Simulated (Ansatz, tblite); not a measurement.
Cost and result up the ladder for diborane mono Me (CH8B2) (11 atoms). Total charge 0; singlet. Geometry: r2SCAN-D4/def2-TZVP.

Cartesian coordinates in Å:
```
B 0.2199 -0.4751 0.2487
C 1.1701 0.7663 0.3957
H 0.5106 -1.5427 0.7004
H -1.0268 -0.2070 0.6583
B -1.3361 -0.3798 -0.5907
H -2.0183 -1.3517 -0.6741
H -1.6637 0.6681 -1.0560
H -0.1489 -0.6793 -1.0225
H 2.1452 0.5521 -0.0537
H 1.3681 0.9695 1.4530
H 0.7798 1.6794 -0.0590
```

Ansatz on 4 threads of Arm Neoverse V1 on a shared host; xTB runs through tblite on one thread. Times are rough, summed over both states, and most runs start from the orbitals of an earlier one. PBE0-D4/def2-TZVP serves as the yardstick here, not as an exact answer. The other state is a triplet.

The xTB rows come from tblite.

xTB has no spin-polarisation term.

```tsv
level	functions	wall time	vertical triplet (eV)	difference from PBE0-D4/def2-TZVP (eV)
GFN2-xTB	20	0.005 s	5.99	-0.36
GFN1-xTB	28	0.009 s	6.57	0.21
PBE-D4/def2-TZVP	141	3.2 s	5.84	-0.52
PBE0-D4/def2-TZVP	141	3.4 s	6.35	0.00
r2SCAN-D4/def2-TZVP	141	4.6 s	6.04	-0.31
```
